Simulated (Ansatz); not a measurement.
Chalcopyrite ZnGeP₂

Calculation: PBE (plane waves, PAW; Ansatz, an electronic-structure program).

Run with plane-wave cutoff 520 eV, 10×10×10 k mesh, Fermi–Dirac smearing 0.01 eV, scalar-relativistic PAW data made under PBE.

Cell (relaxed at this level):

```cif
data_Ge4P8Zn4
_chemical_formula_sum 'Zn4 Ge4 P8'
_space_group_name_H-M_alt 'I-42d'
_space_group_IT_number 122
_space_group_name_Hall 'I -4 2bw'
_cell_length_a 5.50003
_cell_length_b 5.50003
_cell_length_c 10.84354
_cell_angle_alpha 90.000
_cell_angle_beta 90.000
_cell_angle_gamma 90.000
loop_
_atom_site_label
_atom_site_type_symbol
_atom_site_symmetry_multiplicity
_atom_site_Wyckoff_symbol
_atom_site_fract_x
_atom_site_fract_y
_atom_site_fract_z
_atom_site_occupancy
Zn1 Zn 4 a 0.00000 0.00000 0.00000 1
Ge1 Ge 4 b 0.00000 0.00000 0.50000 1
P1 P 8 d 0.25337 0.25000 0.12500 1
```
(The calculation used a cell of 8 atoms; values per cell refer to that cell.)

For chalcopyrite ZnGeP₂, the bulk modulus B0 is 74.3 GPa. The band gap is 1.14 eV (indirect). The smallest direct gap on the k points sampled is 1.18 eV and the pressure derivative B′ of the bulk modulus comes out as 4.6.

Measured, for comparison: band gap 2.05 eV (temperature not stated, no zero-point or thermal correction, pseudodirect, our sources range from 1.80 to 2.20; as tabulated in Rashkeev et al. (1999), arXiv:cond-mat/9809378); bulk modulus 79 GPa (room temperature, no zero-point or thermal correction; as tabulated in Isothermal phase behavior of Ag3SbS3, ZnGeP2, and ZnS (abstract)). Computed (rounded) less measured: bulk modulus -6 %.

Note: the bulk modulus comes from volumes at which shape and atoms were relaxed.

Spin–orbit coupling is not included.

Static lattice: no zero-point or thermal effects.

Cost on a shared machine: roughly 16 core-minutes.
